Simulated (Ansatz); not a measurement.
# AlNH (doublet): the correlation ladder at distance Al1–N2 = 1.930 Å, 6-31G

Aim: climb from Hartree-Fock through coupled cluster and multireference methods for AlNH (doublet) at one geometry and basis, and see what each rung misses.

Computed with Ansatz 0.2.0, Gaussian basis. Level: 6-31G, core rule «outside noble gas», up to 6 orbitals frozen.

The runs, in order: UHF; CCSD(T) on ROHF; CCSD(T) on UHF; BCCD(T) on ROHF; CISD; CCSDT(Q) on ROHF; CCSDT(Q) on UHF; CCSDTQ on ROHF; CCSDTQ on UHF; CASSCF and MRCISD+Q, 3 electrons in 3 orbitals; CASSCF and NEVPT2, 3 electrons in 3 orbitals; CASSCF and MRCISD+Q, 9 electrons in 9 orbitals; CASSCF and NEVPT2, 9 electrons in 9 orbitals; Full CI.

10 further runs of the same task are left out: 7 for a known fault of the program, 3 that didn't finish.

### 1 What is computed

The geometry derives from a PBE0/def2-TZVP stationary point (not a proven minimum). One bond is set to the value named and the two fragments are kept rigid.

3 atoms, charge 0, spin multiplicity 2.

Atoms are counted from 1 here; the program's logs count them from 0.

Bond lengths: Al1–N2 1.930 Å, N2–H3 1.016 Å. Angles: Al1–N2–H3 130.8°.

Geometry (Å):

```
Al    0.0000    0.0382    0.7052
N     0.0000   -0.1166   -1.2186
H     0.0000    0.5976   -1.9417
```

### 2 UHF

The input, in.yaml:

```yaml
crystal:
  periodic: [false, false, false]
  atoms:
    - {symbol: Al, position_ang: [0.000000, 0.038198, 0.705153]}
    - {symbol: N, position_ang: [0.000000, -0.116583, -1.218630]}
    - {symbol: H, position_ang: [0.000000, 0.597564, -1.941715]}
basis:
  gaussian: {orbitals: 6-31G}
magnetization: {spin_polarized: true, initial_magnetization: 1}
hamiltonian: {xc: hf}
output: {orbitals: {seedname: orbitals}}
```

Command:

```bash
$ ansatz run in.yaml --threads 1 --pin off --events-out ev --progress --plain --max-ram 4096MiB --backend cpu
```

After this run come: CCSD(T) on ROHF; CCSD(T) on UHF; BCCD(T) on ROHF; CISD; CCSDT(Q) on ROHF; CCSDT(Q) on UHF; CCSDTQ on ROHF; CCSDTQ on UHF; CASSCF and MRCISD+Q, 3 electrons in 3 orbitals; CASSCF and NEVPT2, 3 electrons in 3 orbitals; CASSCF and MRCISD+Q, 9 electrons in 9 orbitals; CASSCF and NEVPT2, 9 electrons in 9 orbitals; Full CI.

**Question.** What will the summary of the whole plan be? Wanted: FCI below the RHF energy; RMP2 from FCI; UMP2 from FCI; RCCSD from FCI; RCCSD(T) from FCI; UCCSD(T) from FCI; RCCSDT(Q) from FCI; UCCSDT(Q) from FCI; MRCISD+Q pair from FCI.

The runs gave:

```
                         quantity                                                   value
         FCI below the RHF energy                                              -3.8733 eV
                    RMP2 from FCI                                              +903.0 meV
                    UMP2 from FCI                                              +870.4 meV
                   RCCSD from FCI                                              +167.0 meV
                RCCSD(T) from FCI                                               +54.6 meV
                UCCSD(T) from FCI                                               +54.9 meV
               RCCSDT(Q) from FCI                                                -2.1 meV
               UCCSDT(Q) from FCI                                                -5.0 meV
           MRCISD+Q pair from FCI                                              +101.4 meV
          NEVPT2 valence from FCI                                              +501.9 meV
        MRCISD+Q valence from FCI                                              +126.0 meV
levels within 1 kcal/mol (43 meV)  RCCSDT, UCCSDT, RCCSDT(Q), UCCSDT(Q), RCCSDTQ, UCCSDTQ
                    T1 diagnostic                                                   0.070
   effectively unpaired electrons                                                    1.15
```

What this shows: RCCSD(T) lands +54.6 meV from the yardstick (1.4 % of the correlation energy). RCCSDT(Q), UCCSDT(Q) fall below full CI: unrestricted runs freeze a spin-polarised core, another one than full CI's, and coupled cluster isn't variational. The occupations are near whole numbers, but T1 = 0.070 shows that the orbitals relax strongly. Of the multireference levels listed MRCISD+Q pair comes nearest in total energy (+101.4 meV), which doesn't show that its space is the better one. Coupled cluster took another determinant than the lowest Hartree-Fock one. These misses are within one basis, not against nature; the frozen cores of restricted and unrestricted runs differ, which can shift their rows.
